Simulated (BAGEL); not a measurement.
**BNH3S (SMILES N[B]S) at ROHF/cc-pVDZ (density fitting with cc-pvtz-jkfit)**

Aim: the energy change on altering one bond length of BNH3S at ROHF/cc-pVDZ (density fitting with cc-pvtz-jkfit), from 2 runs. 

The results are computed with BAGEL 1.2.2.

7 further runs of the same task are left out: 2 that didn't finish, 5 set aside as unsound or not needed.

## Step 1: The molecule

BNH3S has 6 atoms, charge 0, and is taken as a doublet. As SMILES, `N[B]S`. The coordinates come from a PBE0-D4/def2-TZVP relaxation. This is a higher conformer, about 7 kJ/mol above the lowest found by a separate search.

Bond lengths: N1–B2 1.380 Å, B2–S3 1.779 Å, N1–H4 1.005 Å, N1–H5 1.010 Å, S3–H6 1.355 Å. Angles: N1–B2–S3 132.0°, B2–N1–H4 122.5°, B2–N1–H5 124.0°, B2–S3–H6 100.0°, H4–N1–H5 113.6°.

## Step 2: The energy at ROHF/cc-pVDZ (density fitting with cc-pvtz-jkfit)

File calc.json:

```json
{ "bagel" : [

{
  "title" : "molecule",
  "basis" : "cc-pvdz.json",
  "df_basis" : "cc-pvtz-jkfit",
  "angstrom" : true,
  "geometry" : [
    { "atom" : "N", "xyz" : [   -0.621200,    0.083000,   -0.756700 ] },
    { "atom" : "B", "xyz" : [   -0.538400,   -0.445500,    0.515700 ] },
    { "atom" : "S", "xyz" : [    0.781100,   -0.475200,    1.709200 ] },
    { "atom" : "H", "xyz" : [   -1.454200,    0.016000,   -1.315600 ] },
    { "atom" : "H", "xyz" : [    0.135500,    0.569200,   -1.216600 ] },
    { "atom" : "H", "xyz" : [    1.739200,    0.188500,    1.017800 ] }
  ]
},
{
  "title" : "rohf",
  "charge" : 0,
  "nopen" : 1
},
{
  "title" : "print",
  "file" : "orbitals.molden",
  "orbitals" : true
}

]}
```

The basis set cc-pVDZ is read from a file made from the Basis Set Exchange's data (not shown).

The run is started by

```console
$ BAGEL_NUM_THREADS=1 BAGEL calc.json > calc.out
```

Log:

```text
* using 1 threads per process

  ===============================================================
  ===============================================================

  *** Geometry ***

  { "atom" : "N", "xyz" : [     -1.173898,      0.156847,     -1.429956 ] },
  { "atom" : "B", "xyz" : [     -1.017429,     -0.841873,      0.974532 ] },
  { "atom" : "S", "xyz" : [      1.476065,     -0.897998,      3.229920 ] },
  { "atom" : "H", "xyz" : [     -2.748040,      0.030236,     -2.486124 ] },
  { "atom" : "H", "xyz" : [      0.256058,      1.075632,     -2.299041 ] },
  { "atom" : "H", "xyz" : [      3.286612,      0.356213,      1.923363 ] },

  Number of auxiliary basis functions:      369

  Since a DF basis is specified, we compute 2- and 3-index integrals:
    o Being stored without compression. Storage requirement is 0.011 GB

  Number of basis functions:       61
  Number of electrons      :       31

    * METHOD: MOLECULE                             0.11

  *** Open-shell HF ***

  === Nuclear Repulsion ===
    81.7052129035

      * DIIS with orbital gradients will be used.

  === ROHF iteration (cc-pvdz.json) ===
      0       -478.22969351          0.04333166           0.05
      1       -478.37220807          0.02750921           0.05
      2       -478.41225855          0.01489267           0.05
      3       -478.43035531          0.00192758           0.05
      4       -478.43120926          0.00041773           0.05
      5       -478.43135525          0.00014728           0.05
      6       -478.43137236          0.00003317           0.05
      7       -478.43138047          0.00001103           0.05
      8       -478.43138246          0.00000405           0.05
      9       -478.43138300          0.00000134           0.05
     10       -478.43138318          0.00000045           0.05
     11       -478.43138324          0.00000018           0.05
     12       -478.43138324          0.00000006           0.05
     13       -478.43138324          0.00000002           0.05
     14       -478.43138324          0.00000001           0.05
    * SCF iteration converged.

    * S^2 (ROHF) is 0.7500

    * Permanent dipole moment:
           (   -0.089787,    -0.515681,     1.096186) a.u.

    * METHOD: ROHF                                 0.79

    * METHOD: PRINT                                0.01

  ===============================================================
```

Run time: 1 s. Hardware: 1 thread of Arm Neoverse V1, shared host.

## Step 3: The distorted shape at the same level

File calc.json:

```json
{ "bagel" : [

{
  "title" : "molecule",
  "basis" : "cc-pvdz.json",
  "df_basis" : "cc-pvtz-jkfit",
  "angstrom" : true,
  "geometry" : [
    { "atom" : "N", "xyz" : [   -1.579271,   -0.580680,   -0.065321 ] },
    { "atom" : "B", "xyz" : [   -1.496471,   -1.109180,    1.207079 ] },
    { "atom" : "S", "xyz" : [   -0.176971,   -1.138880,    2.400579 ] },
    { "atom" : "H", "xyz" : [   -2.412271,   -0.647680,   -0.624221 ] },
    { "atom" : "H", "xyz" : [   -0.822571,   -0.094480,   -0.525221 ] },
    { "atom" : "H", "xyz" : [    1.739200,    0.188500,    1.017800 ] }
  ]
},
{
  "title" : "rohf",
  "nopen" : 1
},
{
  "title" : "print",
  "file" : "orbitals.molden",
  "orbitals" : true
}

]}
```

The basis set cc-pVDZ is read from a file made from the Basis Set Exchange's data (not shown).

The run is started by

```console
$ BAGEL_NUM_THREADS=1 BAGEL calc.json > calc.out
```

Log:

```text
* using 1 threads per process

  ===============================================================
  ===============================================================

  *** Geometry ***

  { "atom" : "N", "xyz" : [     -2.984390,     -1.097326,     -0.123439 ] },
  { "atom" : "B", "xyz" : [     -2.827920,     -2.096046,      2.281049 ] },
  { "atom" : "S", "xyz" : [     -0.334427,     -2.152171,      4.536437 ] },
  { "atom" : "H", "xyz" : [     -4.558532,     -1.223938,     -1.179607 ] },
  { "atom" : "H", "xyz" : [     -1.554434,     -0.178541,     -0.992524 ] },
  { "atom" : "H", "xyz" : [      3.286612,      0.356213,      1.923363 ] },

  Number of auxiliary basis functions:      369

  Since a DF basis is specified, we compute 2- and 3-index integrals:
    o Being stored without compression. Storage requirement is 0.011 GB

  Number of basis functions:       61
  Number of electrons      :       31

    * METHOD: MOLECULE                             0.11

  *** Open-shell HF ***

  === Nuclear Repulsion ===
    77.9955894670

      * DIIS with orbital gradients will be used.

  === ROHF iteration (cc-pvdz.json) ===
      0       -478.15349234          0.03952146           0.05
      1       -478.28616952          0.02545688           0.04
      2       -478.32623703          0.01380627           0.04
      3       -478.34355315          0.00237330           0.04
      4       -478.34586075          0.00090569           0.04
      5       -478.34632865          0.00037050           0.04
      6       -478.34639650          0.00015028           0.04
      7       -478.34642389          0.00008208           0.04
      8       -478.34642874          0.00003569           0.05
      9       -478.34643121          0.00001218           0.05
     10       -478.34643030          0.00000575           0.04
     11       -478.34643003          0.00000249           0.04
     12       -478.34643000          0.00000102           0.04
     13       -478.34642997          0.00000036           0.04
     14       -478.34642997          0.00000015           0.04
     15       -478.34642997          0.00000006           0.04
     16       -478.34642997          0.00000002           0.04
     17       -478.34642998          0.00000001           0.04
     18       -478.34642998          0.00000000           0.05
    * SCF iteration converged.

    * S^2 (ROHF) is 0.7500

    * Permanent dipole moment:
           (    1.105425,    -0.311460,     1.651815) a.u.

    * METHOD: ROHF                                 0.92

    * METHOD: PRINT                                0.01

  ===============================================================
```

Wall time 1.2 s (1 thread of Arm Neoverse V1, shared host).

## Step 4: Summary of results

At ROHF/cc-pVDZ (density fitting with cc-pvtz-jkfit):

| quantity | value |
| --- | --- |
| first shape: total energy | -478.43138 Eh |
| first shape: dipole moment | 3.09 D |
| first shape: ⟨S²⟩ | 0.750 |
| distorted shape: total energy | -478.34643 Eh |
| distorted shape: dipole moment | 5.11 D |
| distorted shape: ⟨S²⟩ | 0.750 |
| energy change with the S3–H6 bond stretched from 1.355 to 2.710 Å | 2.312 eV |

In words: With the S3–H6 bond stretched from 1.355 to 2.710 Å the energy rises by 2.31 eV (53 kcal/mol). The first shape isn't relaxed at this level, so the change isn't measured from a minimum.
